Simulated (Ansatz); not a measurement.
System (SMILES): Cl (HCl).
Atoms: Cl1, H2. Bonds: Cl1-H2.

Basis-set convergence of the optimised Cl1-H2 bond length at B3LYP with Ansatz (a quantum-chemistry and plane-wave program). All functions are spherical. The program fits the integrals of some runs and decomposes those of others, by size. Core-valence sets carry the plain set on hydrogen. No added dispersion term, no relativity. Reference: the value in aug-cc-pV(5+d)Z, 1.2804 Å. Deviations are taken from unrounded values.

```csv
basis,functions,optimised Cl1-H2 bond length (Å),minus reference (Å)
STO-3G,10,1.3419,0.0615
3-21G,15,1.3164,0.0360
def2-SV(P),20,1.3020,0.0216
def2-SVP,23,1.2896,0.0092
cc-pV(D+d)Z,28,1.2916,0.0112
aug-cc-pV(D+d)Z,41,1.2901,0.0097
def2-TZVP,43,1.2820,0.0016
def2-TZVPD,55,1.2826,0.0022
"6-311++G(3df,3pd)",65,1.2809,0.0004
def2-TZVPPD,68,1.2809,0.0005
aug-pcseg-2,73,1.2822,0.0018
cc-pCVTZ,73,1.2814,0.0009
aug-cc-pV(T+d)Z,78,1.2810,0.0006
cc-pV(Q+d)Z,94,1.2804,0.0000
pcseg-3,97,1.2806,0.0001
aug-pcseg-3,138,1.2806,0.0001
pcseg-4,166,1.2805,0.0000
aug-cc-pV(5+d)Z,216,1.2804,0.0000
```

The smallest set listed that lies within 0.005 Å of the reference with all its larger relatives (same family, alike in diffuse functions; a set with none counts only in the reference's own line) is def2-TZVP (43 functions, 0.0016 Å off). Inside, with no larger relative to test it: 6-311++G(3df,3pd), cc-pCVTZ. (Relatives not listed, tested too: def2-TZVPP 0.0001, def2-QZVP 0.0001, def2-QZVPP 0.0001, def2-QZVPPD 0.0001, aug-cc-pV(Q+d)Z 0.0001, cc-pV(5+d)Z -0.0001 Å.)
